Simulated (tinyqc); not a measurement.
Extended Hueckel theory, for LiH+, step by step. The parameters take no account of the charge, which enters only through the electron count. One step of it, computed by the program tinyqc.

Task: Mulliken analysis. P = C n C^T; charge = valence electrons (Li 1, H 1) minus the sum of (P S)_ii on the atom; overlap population = 2 sum P_ij S_ij between two atoms.

coefficients:
```
               MO1        MO2        MO3       MO4        MO5
1Li 2s    0.026899   0.908103   0.000000  0.000000   0.599807
1Li 2px   0.000000   0.000000   0.999743  0.022669   0.000000
1Li 2py   0.000000   0.000000  -0.022669  0.999743   0.000000
1Li 2pz  -0.037389  -0.431562   0.000000  0.000000   1.073874
2H 1s     1.007274  -0.153887   0.000000  0.000000  -0.698362
```

occupations: 1.000000  0.000000  0.000000  0.000000  0.000000

overlap S:
```
           1Li 2s   1Li 2px   1Li 2py   1Li 2pz     2H 1s
1Li 2s   1.000000  0.000000  0.000000  0.000000  0.348320
1Li 2px  0.000000  1.000000  0.000000  0.000000  0.000000
1Li 2py  0.000000  0.000000  1.000000  0.000000  0.000000
1Li 2pz  0.000000  0.000000  0.000000  1.000000  0.472612
2H 1s    0.348320  0.000000  0.000000  0.472612  1.000000
```

Give: charges; Overlap populations.

Result:

charges: 1Li 1.006, 2H -0.006

Overlap populations:
```
pair      value
2-1   -0.016722
```
